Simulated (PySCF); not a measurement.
# Working out the ionisation energy of Ar

Ar [Ar] (1S) → Ar⁺ [Ne] 3s2 3p5 (2P). Calculation: PySCF 2.14, in ANO-RCC-VTZP (5s4p2d1f, 34 functions); scalar relativity by spin-free X2C-1e. Frozen: 1s2. Energies in hartree (1 hartree = 27.21139 eV):

```
            part   Ar (lower)  Ar⁺ (upper)
             UHF  -528.624651  -528.090217
CCSD correlation    -0.258276    -0.222865
             (T)    -0.007734    -0.005946
```

Question: What does Hartree-Fock give?

Answer: (-528.090217) − (-528.624651) = 0.534434 hartree = 14.543 eV.

Question: What do CCSD and CCSD(T) give?

Answer: The CCSD correlation energies differ by 0.035411 hartree = 0.964 eV and the triples by 0.001788 hartree = 0.049 eV, so CCSD gives 15.507 eV and CCSD(T) 15.556 eV.

Measured between the centres of the two terms (NIST): 15.819 eV, so CCSD(T) (valence and next inner shell) is off by -0.263 eV.

What remains against the reference includes basis incompleteness, the frozen core and higher excitations.
